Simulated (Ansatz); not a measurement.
Relaxation of C$_{2}$H$_{5}$Mg (8 atoms, charge -1, multiplicity 1), to a largest force component of 0.015 eV/Å in at most 40 steps.

Theory: RKS r2SCAN-D4/def2-SVP in Ansatz 0.2.0.

```xyz
8
Properties=species:S:1:pos:R:3:forces:R:3
C -1.657 1.368 -1.068 0.54 -0.22 -0.91
Mg -0.099 0.117 -0.621 0.45 -0.45 1.15
C 1.056 -0.977 1.053 -0.09 0.10 -0.44
H -2.050 0.842 -1.997 -0.31 0.39 0.24
H -1.065 2.218 -1.539 -0.44 0.06 0.12
H 1.373 -0.310 1.880 -0.06 0.17 -0.02
H 1.987 -1.493 0.744 0.06 -0.02 -0.11
H 0.455 -1.766 1.547 -0.15 -0.03 -0.03
```

Q: Where does it end, and by what steps?

A: The forces met the threshold. Limits of this set-up: an anion without diffuse functions. After 8 steps the energy has fallen by 0.291 eV; C1 moved furthest, 0.28 Å.

```
step  energy less start (eV)  largest force component (eV/Å)  accepted
   0                  0.0000                           1.152       yes
   1                 -0.1845                           1.275       yes
   2                 -0.2540                           0.782       yes
   3                 -0.2521                           0.795        no
   4                 -0.2876                           0.169       yes
   5                 -0.2825                           0.181        no
   6                 -0.2912                           0.055       yes
   7                 -0.2914                           0.019       yes
   8                 -0.2914                           0.004       yes
```

```xyz
8
Properties=species:S:1:pos:R:3
C -1.452 1.297 -1.240
Mg -0.022 0.124 -0.444
C 1.064 -0.990 1.078
H -2.194 0.880 -1.958
H -1.207 2.321 -1.603
H 1.388 -0.350 1.924
H 1.980 -1.492 0.709
H 0.443 -1.789 1.534
```

Whether the end is a true minimum wasn't checked by a vibrational analysis.

The run took 54 s on 1 thread of Arm Neoverse N1, with other jobs on the host, peak memory 0.14 GiB.
